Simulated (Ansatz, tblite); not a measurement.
# Al(NH2)3 (AlN₃H₆): a ladder of methods and basis sets

Aim: run the singlet of Al(NH2)3 (AlN₃H₆) at one geometry on many levels, and compare frontier levels, spin and run time.

Method: as each input shows; program: Ansatz 0.2.0, Gaussian basis.

The runs, in order: GFN1-xTB, GFN2-xTB, PBE-D4/def2-TZVP, r2SCAN-D4/def2-TZVP, revPBE-D4/def2-TZVP, HSE06-D4/def2-TZVP, HF/def2-TZVP, r2SCAN0-D4/def2-TZVP, BLYP-D4/def2-TZVP, BHLYP-D4/def2-TZVP, LC-ωPBE/def2-TZVP, PBE-D4/def2-SVP, PBE0-D4/def2-SVP, PBE0-D4/def2-TZVPD, PBE-D4/def2-TZVPD, r2SCAN-D4/def2-TZVPD, CCSD(T)/def2-TZVPP, MP2/def2-TZVP, RPA/def2-TZVP.

### 1 The geometry

The geometry is that of the singlet, from an earlier relaxation (r2SCAN-D4/def2-SVP).

10 atoms, charge 0, spin multiplicity 1.

Bond lengths: Al1–N2 1.779 Å, Al1–N5 1.779 Å, Al1–N8 1.779 Å, N2–H3 1.014 Å, N2–H4 1.014 Å, N5–H6 1.014 Å, N5–H7 1.014 Å, N8–H9 1.014 Å, N8–H10 1.014 Å. Angles: N2–Al1–N5 120.2°, N2–Al1–N8 119.9°, N5–Al1–N8 120.0°, Al1–N2–H3 125.3°, Al1–N2–H4 125.5°, H3–N2–H4 109.2°, Al1–N5–H6 125.3°, Al1–N5–H7 125.5°, H6–N5–H7 109.2°, Al1–N8–H9 125.4°, Al1–N8–H10 125.4°, H9–N8–H10 109.2°.

PBE0-D4/def2-TZVP was run before; its log isn't repeated, and its numbers join the tables.

### 2 GFN1-xTB

Tight binding, by tblite at 300 K electronic temperature and without a spin-polarisation term:

```python
tblite.interface.Calculator('GFN1-xTB', numbers, positions, charge=0, uhf=0).singlepoint()
```

Energy -385.6792 eV, HOMO -10.16 eV, LUMO -5.38 eV; 0.004 s.

### 3 GFN2-xTB

Tight binding, by tblite at 300 K electronic temperature and without a spin-polarisation term:

```python
tblite.interface.Calculator('GFN2-xTB', numbers, positions, charge=0, uhf=0).singlepoint()
```

Energy -352.0754 eV, HOMO -9.62 eV, LUMO -5.33 eV; 0.003 s.

### 4 PBE-D4/def2-TZVP

start.molden holds the orbitals of an earlier run on this state, given as this run's starting guess.

Contents of in.yaml:

```yaml
crystal:
  periodic: [false, false, false]
  atoms:
    - {symbol: Al, position_ang: [0.000427, 0.001818, -0.000575]}
    - {symbol: N, position_ang: [1.779055, -0.009178, -0.009314]}
    - {symbol: H, position_ang: [2.359265, -0.811281, -0.230640]}
    - {symbol: H, position_ang: [2.373895, 0.782982, 0.208571]}
    - {symbol: N, position_ang: [-0.883433, 1.545349, 0.003773]}
    - {symbol: H, position_ang: [-1.867050, 1.657227, 0.224784]}
    - {symbol: H, position_ang: [-0.484890, 2.452617, -0.212821]}
    - {symbol: N, position_ang: [-0.895383, -1.534756, 0.004268]}
    - {symbol: H, position_ang: [-0.500955, -2.443427, 0.222386]}
    - {symbol: H, position_ang: [-1.880921, -1.641351, -0.210433]}
basis:
  gaussian: {orbitals: def2-TZVP, initial_orbitals: start.molden}
hamiltonian: {xc: pbe, dispersion: d4}
scf: {omitted_lower_state_checks: [starts]}
output: {orbitals: {seedname: orbitals}}
```

Started as:

```bash
$ ansatz run in.yaml --threads 2 --pin off --events-out ev --progress --plain --max-ram 4352MiB
```

Further steps of the session: r2SCAN-D4/def2-TZVP; revPBE-D4/def2-TZVP; HSE06-D4/def2-TZVP; HF/def2-TZVP; r2SCAN0-D4/def2-TZVP; BLYP-D4/def2-TZVP; BHLYP-D4/def2-TZVP; LC-ωPBE/def2-TZVP; PBE-D4/def2-SVP; PBE0-D4/def2-SVP; PBE0-D4/def2-TZVPD; PBE-D4/def2-TZVPD; r2SCAN-D4/def2-TZVPD; CCSD(T)/def2-TZVPP; MP2/def2-TZVP; RPA/def2-TZVP.

**Question.** What will the summary of the whole plan be? Wanted: gap in def2-TZVP, named functionals and Hartree-Fock, smallest and largest; correlation energy, CCSD(T)/def2-TZVPP; correlation energy, MP2/def2-TZVP; binding an atom, CCSD(T)/def2-TZVPP; PBE0 total energy, smallest basis above largest.

The runs gave:

| quantity | value |
| --- | --- |
| gap in def2-TZVP, named functionals and Hartree-Fock, smallest and largest | 4.63 eV (BLYP-D4), 13.07 eV (HF) |
| correlation energy, CCSD(T)/def2-TZVPP | -21.29 eV |
| correlation energy, MP2/def2-TZVP | -19.30 eV |
| binding an atom, CCSD(T)/def2-TZVPP | 3.471 eV |
| PBE0 total energy, smallest basis above largest | 8.08 eV (def2-SVP, def2-TZVPD) |

**Reading.** Over the named functionals and Hartree-Fock in def2-TZVP the gap runs from 4.63 eV (BLYP-D4) to 13.07 eV (HF); exact exchange widens it. The functionals in def2-TZVP miss CCSD(T)/def2-TZVPP by -0.004 (BHLYP-D4) to +0.160 eV (PBE-D4) an atom. The reference is CCSD(T) in one finite basis, so it carries an error of its own, often a tenth of an eV or more, and near misses can't be ranked.
